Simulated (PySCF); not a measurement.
# Carbon: a sound run and one with changed settings

Sound run: C [He] 2s2 2p2, C+ [He] 2s2 2p1. Calculation: PySCF 2.14, in x2c-SVPall (3s2p1d, 14 functions); scalar relativity by spin-free X2C-1e. In the sound run the correlated levels freeze 1s2. The sound run starts from symmetry-adapted Hartree-Fock orbitals and uses a fine grid where one is needed.

Changed run: basis STO-3G, all-electron and non-relativistic. This setting is unsound on purpose.

```
species   method  sound run (hartree)  changed run (hartree)  converged
      C      UHF            -37.66002              -37.19839        yes
      C      PBE            -37.76650              -37.28682        yes
      C      LDA            -37.43623              -36.95337        yes
      C      MP2            -37.71013              -37.20823        yes
      C  CCSD(T)            -37.73021              -37.21862        yes
     C+      UHF            -37.25916              -36.87037        yes
     C+      PBE            -37.34119              -36.93592        yes
     C+      LDA            -37.00542              -36.60249        yes
     C+      MP2            -37.30096              -36.89090        yes
     C+  CCSD(T)            -37.32654              -36.91145        yes
```

Ionisation energy of C:

```csv
method,sound run (eV),changed run (eV)
UHF,10.908,8.926
PBE,11.573,9.548
LDA,11.723,9.548
MP2,11.134,8.635
SCS-MP2,11.023,8.577
CCSD,10.977,8.359
CCSD(T),10.985,8.359
```

A minimal basis cannot let orbitals breathe on ionisation and holds almost no correlation. The Hamiltonian changed with the basis, so the totals do not compare.

For comparison, NIST gives 11.260 eV between the lowest levels.
